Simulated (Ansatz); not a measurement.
Geometry optimisation, Ansatz, RKS PBE0/def2-SVPD.

input.yaml

```yaml
crystal:
  periodic: [false, false, false]
  atoms:
    - { symbol: O, position_ang: [-0.3537, -0.4125, 1.2159] }
    - { symbol: C, position_ang: [-0.2526, -0.3556, -0.0036] }
    - { symbol: O, position_ang: [0.4489, 0.595, -0.6259] }
    - { symbol: H, position_ang: [-0.5885, -1.0598, -0.7296] }
    - { symbol: H, position_ang: [0.7958, 1.1593, 0.1017] }
basis:
  gaussian: { orbitals: def2-SVPD }
hamiltonian:
  xc: pbe0
relax:
  f_tol: 0.02
  max_steps: 50
output:
  orbitals: {}
```

Run as:

```bash
$ ansatz run input.yaml --threads 1 --pin off --max-ram 2048MiB --backend cpu --events-out ev --progress --plain --runs-dir out
```

Where does it end, and by what steps?

The forces met the threshold. After 8 steps the energy has fallen by 0.100 eV; H5 moved furthest, 0.05 Å.

| step | energy less start (eV) | largest force component (eV/Å) | accepted |
| --- | --- | --- | --- |
| 0 | 0.0000 | 2.751 | yes |
| 1 | 0.2362 | 3.062 | no |
| 2 | 0.1334 | 7.023 | no |
| 3 | -0.0947 | 0.339 | yes |
| 4 | -0.0990 | 0.256 | yes |
| 5 | -0.0996 | 0.145 | yes |
| 6 | -0.0996 | 0.063 | no |
| 7 | -0.1000 | 0.024 | yes |
| 8 | -0.1000 | 0.007 | yes |

```xyz
5
Properties=species:S:1:pos:R:3
O -0.377 -0.442 1.199
C -0.221 -0.361 0.015
O 0.467 0.600 -0.602
H -0.627 -1.075 -0.727
H 0.807 1.205 0.074
```

Whether the end is a true minimum wasn't checked by a vibrational analysis.

Run time: 12 s on 1 thread of Intel(R) Xeon(R) Platinum 8488C (Sapphire Rapids), on a shared host, peak memory 0.14 GiB.
